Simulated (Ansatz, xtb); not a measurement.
**Isomers of C4H6FN in order of energy**

11 gas-phase structures of C4H6FN, from a drawn sample of its isomers (lower ones may exist). Each was relaxed with GFN2-xTB:

A. `N/C=C/C=C/F`, a singlet
B. `C=C/C=C(/N)F`, a singlet
C. `C=C(N)/C=C/F`, a singlet
D. `C=C(N)/C=C\F`, a singlet
E. `C=C(F)/C=C\N`, a singlet
F. `C=C/C(N)=C/F`, a singlet
G. `C=C(N)C(=C)F`, a singlet
H. `C=C/C(F)=C\N`, a singlet
I. `C=C/C=C(\N)F`, a singlet
J. `C=C/C(F)=C/N`, a singlet
K. `C=C(F)/C=C/N`, a singlet

Question: Estimate their order in r2SCAN-D4/def2-SVP energy at these geometries, lowest first.

Answer: Calculated order at r2SCAN-D4/def2-SVP: E (0.000), K (0.033), B (0.065), I (0.097), J (0.164), G (0.222), A (0.270), D (0.284), C (0.328), H (0.339), F (0.358) eV. Less than 1 kcal/mol parts E and K; K and B; B and I; A and D; C and H; H and F, so the order within those pairs means little.

Energies above the lowest of each column, in eV; the last columns are at B3LYP/def2-SVP geometries and were run for some of them only (a dash: not run or not comparable):

| structure | GFN2-xTB | HF/STO-3G | r2SCAN-D4/def2-SVP | B3LYP/def2-SVP | CCSD(T)/def2-SVP + ΔMP2/def2-TZVPP |
| --- | --- | --- | --- | --- | --- |
| E | 0.023 | 0.116 | 0.000 | 0.000 | 0.000 |
| K | 0.000 | 0.093 | 0.033 | 0.030 | 0.016 |
| B | 0.039 | 0.000 | 0.065 | 0.053 | 0.002 |
| I | 0.024 | 0.045 | 0.097 | 0.086 | 0.016 |
| J | 0.158 | 0.222 | 0.164 | 0.160 | 0.094 |
| G | 0.200 | 0.163 | 0.222 | 0.223 | 0.067 |
| A | 0.044 | 0.141 | 0.270 | – | – |
| D | 0.209 | 0.210 | 0.284 | – | – |
| C | 0.181 | 0.188 | 0.328 | – | – |
| H | 0.202 | 0.291 | 0.339 | – | – |
| F | 0.241 | 0.279 | 0.358 | – | – |

CCSD(T)/def2-SVP + ΔMP2/def2-TZVPP has B and E and I and K within 1 kcal/mol of each other at the bottom, and every level picks one of them. CCSD(T)/def2-SVP + ΔMP2/def2-TZVPP orders those it was run on as E (0.000), B (0.002), K (0.016), I (0.016), G (0.067), J (0.094) eV. Less than 1 kcal/mol parts E and B; B and K; K and I; G and J, so the order within those pairs means little. Flexible structures stand in one conformer each, not always the lowest. Frequencies (GFN2-xTB) were run for B, E, G, I, J, K alone. ΔMP2 is the change of the MP2 energy from the smaller to the larger basis.

Over these structures GFN2-xTB departs from r2SCAN-D4/def2-SVP by 0.058 eV on average once a common shift is removed. A GFN2-xTB relaxation took about 0.047 s and the r2SCAN-D4/def2-SVP energy about 2.3 s on a shared host (Ansatz 0.2.0, xtb 6.7.1).
